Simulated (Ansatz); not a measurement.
A made-up structure of CH3S (charge +1), singlet:

C1  (-0.293, -0.513, 0.063)
S2  (1.065, 0.592, 0.493)
H3  (-0.344, -1.590, 0.633)
H4  (-1.148, -0.236, -0.758)
H5  (0.720, 1.748, -0.430)
(Å)

It is relaxed with PBE-D4/def2-SVP and then PBE0-D4/def2-TZVP (Ansatz 0.2.0). Atoms count as bonded within 1.22 times the sum of their covalent radii (H–H: 0.88 Å). The end point is not checked to be a true minimum.

Task: Does its bonding change? (A judgement: the text doesn't fix the answer.)

Result: The calculation gives: No: no bond forms or breaks.

Where it ends: The first stage lowers the energy by 0.92 eV in 6 steps. It ends as CH₃S ([CH2][SH]), total charge +1:
```xyz
5
angstrom
C -0.2620 -0.4585 0.0560
S 0.9509 0.5282 0.4399
H -0.3070 -1.4196 0.5653
H -1.0251 -0.2110 -0.6771
H 0.6432 1.5609 -0.3841
```

Labels in which every atom is bracketed show which atoms are joined, not bond orders.

For scale, one of the runs: PBE0-D4/def2-TZVP relaxation, 86 basis functions, launched by `ansatz run in.yaml --threads 2 --pin off --events-out ev --progress --plain --max-ram 4352MiB`. Hardware: 2 CPU threads of an Arm Neoverse V1, shared host. Wall time about 4.9 s.
